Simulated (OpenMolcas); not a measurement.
# Exact exchange and the dipole moment of CH2S

CH2S has 4 atoms, charge 0, and is taken as a singlet. SMILES: `C=S`. The coordinates come from a PBE0-D4/def2-TZVP relaxation.

The dipole moment y, in D, basis def2-TZVPP; a is the functional's share of exact exchange. Programs: OpenMolcas 26.06.

| functional | program | a | y (D) |
| --- | --- | --- | --- |
| revPBE | OpenMolcas | 0 | 1.61 |
| BLYP | OpenMolcas | 0 | 1.59 |
| B3LYP | OpenMolcas | 0.2 | ? |
| PBE0 | OpenMolcas | 0.25 | 1.73 |
| BHLYP | OpenMolcas | 0.5 | 1.82 |

Problem. Fit y = c + s·a to the known rows and predict B3LYP.

Solution. 
1. Means of the 4 rows: a = 0.1875, y = 1.688.
2. Σ(Δa)² = 0.17188, Σ(Δa·Δy) = 0.076875, so the slope is 0.076875/0.17188 = 0.44726.
3. Intercept: 1.688 − (0.44726) × 0.1875 = 1.604. The largest residual of the fit is 0.014.
4. B3LYP: 1.604 + (0.44726) × 0.2 = 1.69 D.

The run gave 1.68 D, so the prediction is off by +0.01 D, within the scatter of the fit. More exact exchange makes the molecule more polar here. The measured value is 1.65 D (NIST CCCBDB).
